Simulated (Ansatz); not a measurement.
A made-up structure of CH$_{3}$MgS (charge -1), singlet:

```
atom    x (Å)    y (Å)    z (Å)
  C1  -1.1658  -0.2209  -1.1649
 Mg2   0.2535   0.0906   0.2063
  S3   2.1099   1.1187   1.3219
  H4   2.9739   2.1629   1.4351
  H5  -2.2178  -0.0891  -0.8723
  H6   2.1137   0.2131   2.3140
```

It is relaxed with PBE-D4/def2-SVPD and then PBE0-D4/def2-TZVPD (Ansatz 0.2.0). Atoms count as bonded within 1.22 times the sum of their covalent radii (H–H: 0.88 Å). The end point is not checked to be a true minimum.

Task: Does its bonding change? (A judgement: the text doesn't fix the answer.)

Result: The calculation gives: Yes. Formed: C1–S3; broken: Mg2–S3.

Where it ends: The first stage lowers the energy by 2.42 eV in 46 steps. It ends as CH₃MgS ([Mg][CH][SH2]), total charge -1:
C1  (-0.012, 0.456, 0.171)
Mg2  (-1.900, 1.421, 0.621)
S3  (1.299, 0.807, 1.089)
H4  (2.483, 1.146, 0.402)
H5  (0.162, -0.266, -0.634)
H6  (2.034, -0.287, 1.591)
(Å)

Labels in which every atom is bracketed show which atoms are joined, not bond orders.

For scale, one of the runs: PBE0-D4/def2-TZVPD relaxation, 145 basis functions, launched by `ansatz run in.yaml --threads 2 --pin off --events-out ev --progress --plain --max-ram 4352MiB`. The run took about 25 s on 2 CPU threads of an Arm Neoverse V2 (shared host).
